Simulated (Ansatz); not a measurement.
## Worked example: correlation energy of SnH2⁺, doublet

Geometry: a point of a stretch scan, not a stationary point.

```
atom   x (Å)   y (Å)    z (Å)
  Sn  0.0000  0.0000   0.4619
   H  0.0000  0.0000  -2.5791
   H  0.0000  0.0000   2.1173
```

Basis def2-SVP with its core potentials; Ansatz 0.2.0. Only valence electrons are correlated (noble-gas cores and the filled d shells of p-block atoms frozen), which leaves 5 electrons in 27 orbitals. Prefix R: restricted or restricted open-shell reference. No spin–orbit coupling is included; scalar relativity enters through the core potentials alone.

Full CI is exact within this basis and frozen core; it isn't the basis-set limit.

Runs differ by some tens of microhartree through their thresholds and, for an open shell, their frozen cores, so steps under 0.03 kcal/mol mean nothing.

```tsv
level	total energy (hartree)
RHF	-214.143195
RMP2	-214.191757
RCCSD	-214.210680
RCCSD(T)	-214.211455
RCCSDT	-214.211706
RCCSDT(Q)	-214.211731
full CI	-214.211739
```

**Question.** What is the correlation energy at full CI, and what share of it do RMP2 and RCCSD(T) recover?

**Answer.** E(corr) = -214.211739 − (-214.143195) = -0.068544 hartree = -1.865 eV. RMP2: -0.048562 / -0.068544 = 70.85 %. RCCSD(T): -0.068260 / -0.068544 = 99.59 %.

**Question.** By how many kcal/mol does RCCSD(T) miss full CI (1 hartree = 627.509 kcal/mol), and which steps make up the rest?

**Answer.** -214.211455 − (-214.211739) = 0.000284 hartree = 0.18 kcal/mol. Steps: RCCSDT − RCCSD(T) = -0.16, RCCSDT(Q) − RCCSDT = -0.02, full CI − RCCSDT(Q) = -0.01 kcal/mol. That is within 1 kcal/mol of the reference in this basis, which itself misses far more of the correlation at the basis-set limit.
